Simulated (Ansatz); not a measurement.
# Chromium, bcc under LDA: how the Methfessel-Paxton smearing moves the result

How small must the Methfessel-Paxton smearing width be for energy and pressure and moments to settle? The geometry was relaxed under LDA beforehand and stays fixed; 7 values are run, from 0.01 to 1.0 eV. Wanted are the values from which on the energy stays within 10 and 1 meV/atom, and the pressure within 0.5 GPa, of the narrowest run. Within the series other settings stay, but some runs also write fields, which adds to their time. The moments start as that relaxation left them.

Method: DFT LDA, plane waves with PAW, scalar-relativistic, in Ansatz 0.2.0.

## 1. The starting structure

It takes space group Im-3m (No. 229, cubic). Conventional cell: a = 2.788 Å, b = 2.788 Å, c = 2.788 Å, α = 90.00°, β = 90.00°, γ = 90.00°. Around Cr (site symmetry m-3m) lie 8 Cr at 2.41 Å.

Coordinates:

```
Cr
1.0
    -1.39387    1.39387    1.39387
     1.39387   -1.39387    1.39387
     1.39387    1.39387   -1.39387
Cr
1
Direct
  0.00000 0.00000 0.00000
```

Starting moments (μB): +1.5.

## 2. With a width of 0.01 eV

The run at 0.01 eV.

input.yaml reads:

```yaml
crystal:
  lattice:
    - [-1.3938676992, 1.3938676992, 1.3938676992]
    - [1.3938676992, -1.3938676992, 1.3938676992]
    - [1.3938676992, 1.3938676992, -1.3938676992]
  atoms:
    - { symbol: Cr, position: [0.0, 0.0, 0.0], spin: 1.5 }
hamiltonian:
  xc: lda
  pseudopotentials:
    kind: paw
    azcp:
      Cr: "pseudopotentials/Cr.paw.azcp"
basis:
  ecutwfc: 420
  fft_grid_basis: typed
kpoints:
  mp_grid: { grid: [16, 16, 16], shift: [0, 0, 0] }
magnetization:
  spin_polarized: true
scf:
  occupations: { method: methfessel_paxton, width: 0.01 }
  lower_state_search: "off"
output:
  stress: true
  write_density: true
  write_potential: true
  elf: true
  volumetric_format: npy
```

Run with:

```console
ansatz run input.yaml --threads 2 --pin off --max-ram 5120MiB --backend cpu --events-out ev --progress --plain --runs-dir out
```

## 3. With a width of 0.03 eV

The run at 0.03 eV.

input.yaml, as its differences from that of step 2:

```diff
@@ -21,3 +21,3 @@
 scf:
-  occupations: { method: methfessel_paxton, width: 0.01 }
+  occupations: { method: methfessel_paxton, width: 0.03 }
   lower_state_search: "off"
```

## 4. With a width of 0.1 eV

The run at 0.1 eV.

input.yaml, as its differences from that of step 3:

```diff
@@ -21,3 +21,3 @@
 scf:
-  occupations: { method: methfessel_paxton, width: 0.03 }
+  occupations: { method: methfessel_paxton, width: 0.1 }
   lower_state_search: "off"
```

## 5. With a width of 0.2 eV

The run at 0.2 eV.

input.yaml, as its differences from that of step 4:

```diff
@@ -21,3 +21,3 @@
 scf:
-  occupations: { method: methfessel_paxton, width: 0.1 }
+  occupations: { method: methfessel_paxton, width: 0.2 }
   lower_state_search: "off"
@@ -25,5 +25 @@
   stress: true
-  write_density: true
-  write_potential: true
-  elf: true
-  volumetric_format: npy
```

## 6. With a width of 0.3 eV

The run at 0.3 eV.

input.yaml, as its differences from that of step 5:

```diff
@@ -21,3 +21,3 @@
 scf:
-  occupations: { method: methfessel_paxton, width: 0.2 }
+  occupations: { method: methfessel_paxton, width: 0.3 }
   lower_state_search: "off"
@@ -25 +25,5 @@
   stress: true
+  write_density: true
+  write_potential: true
+  elf: true
+  volumetric_format: npy
```

## 7. With a width of 0.6 eV

The run at 0.6 eV.

input.yaml, as its differences from that of step 6:

```diff
@@ -21,3 +21,3 @@
 scf:
-  occupations: { method: methfessel_paxton, width: 0.3 }
+  occupations: { method: methfessel_paxton, width: 0.6 }
   lower_state_search: "off"
@@ -25,5 +25 @@
   stress: true
-  write_density: true
-  write_potential: true
-  elf: true
-  volumetric_format: npy
```

## 8. With a width of 1.0 eV

The run at 1.0 eV.

input.yaml, as its differences from that of step 7:

```diff
@@ -21,3 +21,3 @@
 scf:
-  occupations: { method: methfessel_paxton, width: 0.6 }
+  occupations: { method: methfessel_paxton, width: 1.0 }
   lower_state_search: "off"
```

(Steps that only read results are left out.)

Q: Predict the outcome of this session.

The runs gave:

```
                                           quantity                       value
       E(σ → 0) stays within 10 meV/atom of 0.01 eV                up to 0.6 eV
                   E(σ → 0) stays within 1 meV/atom                up to 0.2 eV
                      pressure stays within 0.5 GPa                up to 0.3 eV
                                pressure at 0.01 eV                    0.25 GPa
energy of a separate run on a finer mesh (26×26×26)  +1.8 meV/atom from 0.01 eV
```

**Reading.** The far end, 1.0 eV, lies +11.1 meV/atom and -2.2 GPa from the yardstick. The free energy F moves by +46.3 meV/atom over the range, and the estimate for σ → 0 by +11.1. This scheme cancels the term in the square of the width, so F moves little up to 0.2 eV. The mesh (16×16×16) is fixed, so the narrowest widths carry a k-point error of their own. The yardstick itself is unsettled by 1.8 meV/atom against the finer mesh, so the thresholds above hold only within this series, and wider smearing, which averages over more states, can land nearer the fine-mesh value than the narrowest does. The cell taken over is 10 % smaller than the measured one (11.99 Å³/atom, COD), which weighs on all values here.
